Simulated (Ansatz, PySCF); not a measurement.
Species: LiH, net charge -1, doublet state. 
Structure (B3LYP-D3(BJ)/def2-TZVP (Ansatz, a program for electronic structure) minimum search):
```
Li
H 1 1.6959
```
Charge -1, spin multiplicity 2.

Total electronic energies in hartree. Valence correlation only, unless marked. UHF or UKS for open shells. No spin-orbit coupling. Non-relativistic. Basis-set limits of correlation are two-point, X^-3; Hartree-Fock from the larger set.

| level | program | energy (Eh) |
|---|---|---|
| HF/def2-SVPD | Ansatz | -7.98459 |
| HF/def2-TZVPD | PySCF | -7.98892 |
| RI-HF/def2-TZVPP | Ansatz | -7.98173 |
| RI-HF/def2-TZVPPD | Ansatz | -7.98977 |
| PBE-D3(BJ)/def2-TZVPD | Ansatz + dftd3 | -8.05646 |
| BLYP-D4/def2-TZVPD | Ansatz + dftd4 | -8.08319 |
| BP86/def2-TZVPD | PySCF | -8.08570 |
| r2SCAN/def2-TZVPD | Ansatz | -8.07492 |
| PBE0/6-31G* | Ansatz | -8.05060 |
| BHLYP-D4/def2-TZVPD | Ansatz + dftd4 | -8.08066 |
| r2SCANh/def2-TZVPD | Ansatz | -8.07448 |
| HSE06-D3(BJ)/def2-TZVPD | Ansatz + dftd3 | -8.05978 |
| CAM-B3LYP/def2-TZVPD | Ansatz | -8.07130 |
| B2GP-PLYP/def2-TZVPD | Ansatz | -8.05547 |
| RI-MP2/def2-TZVPPD | Ansatz | -8.01808 |
| RI-MP2/CBS(def2-TZVPPD,def2-QZVPPD) | Ansatz | -8.0248 |
| SCS-MP2/def2-TZVPP | Ansatz | -8.01415 |
| SCS-MP2/def2-QZVPPD | Ansatz | -8.02910 |
| CCSD/STO-3G | Ansatz | -7.80375 |
| CCSD/def2-SVP | Ansatz | -7.99424 |
| CCSD(T)/def2-QZVPP | Ansatz | -8.03235 |
| CCSDT/def2-SVP | Ansatz | -7.99452 |
| CCSD(T)/CBS(def2-TZVPPD,def2-QZVPPD) | Ansatz | -8.0332 |

Totals of different functionals don't rank their quality; only differences between species are comparable.
